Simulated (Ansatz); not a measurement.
Al–GaH2, quintet in 6-31G: errors against full CI

Geometry: that of the Al–GaH2, triplet, kept fixed. The singlet lies 3.6 eV lower here.

```
atom   x (Å)    y (Å)    z (Å)
  Al  0.0000   0.0000   1.8190
  Ga  0.0000   0.0000  -0.6648
   H  0.0000   1.4073  -1.3528
   H  0.0000  -1.4073  -1.3528
```

Basis 6-31G (Cartesian d functions); Ansatz 0.2.0. Only valence electrons are correlated (noble-gas cores and the filled d shells of p-block atoms frozen), which leaves 8 electrons in 27 orbitals. R marks a restricted (for open shells ROHF) determinant, U an unrestricted one. Active spaces: valence = (8e, 10o) chosen from the atoms' valence shells. No spin–orbit coupling is included, and no scalar relativity.

Full CI is exact within this basis and frozen core; it isn't the basis-set limit. The frozen core follows each run's orbitals, which can shift R against U totals by a few meV for light atoms and by up to 0.1 eV past Ca.

The UHF ⟨S²⟩ is 6.002, the T1 diagnostic (RCCSD) is 0.0242 and the largest doubles amplitude (RCCSD) is 0.049.

```csv
level,E − E(RHF) (eV)
RMP2,-1.1237
RCCSD,-1.6324
RCCSD(T),-1.6664
```

Task: Estimate how far full CI in 6-31G lies from RCCSD(T). The table doesn't fix it; the size of (T) and the diagnostics are the guide.

Result: Full CI in 6-31G lies 1.9 kJ/mol below RCCSD(T), which is 57 % of the (T) step (-3.3 kJ/mol). The diagnostics give no warning, yet the rest is a sizeable part of (T).

The other levels:

```csv
level,E − E(full CI) (kJ/mol),share of correlation (%),wall time
BCCD(T),1.8,98.89,5.5 s
RCCSDT,0.1,99.93,–
RCCSDT(Q),-0.1,100.03,11 s
RCCSDTQ,-0.1,100.06,29 s (H100)
CASSCF (valence space),48.4,70.22,–
NEVPT2 (valence space),14.2,91.25,5.5 s
NEVPT4(SD) (valence space),2.4,98.50,8 s
MRCISD (valence space),1.3,99.20,–
MRCISD+Q (valence space),0.5,99.70,8 s
```

The correlation energy at full CI, counted from RHF, is -1.686 eV. That run took 50 s on 2 threads of AMD EPYC 7R13 with a shared H100 80 GB, shared host over 26,023,424 determinants.

Run but not shown, since their state or frozen core can't be matched to the reference's or they repeat it: UHF, UMP2, UCCSD, UCCSD(T), UCCSDT, UCCSDT(Q), UCCSDTQ.

Times hold each run's SCF and search for its determinant on a shared host, so for small cases they say little of a method's own cost; rows without a card ran on 1 thread of AMD EPYC 7R13.

The full-CI state has the irrep A2 of C2v, in the program's axes.

Natural occupations of full CI about the gap: 1.963 1.948 1.006 0.992 0.989 0.981 0.041 0.022 0.021 0.013; effectively unpaired electrons, Σ n²(2−n)², 4.03.
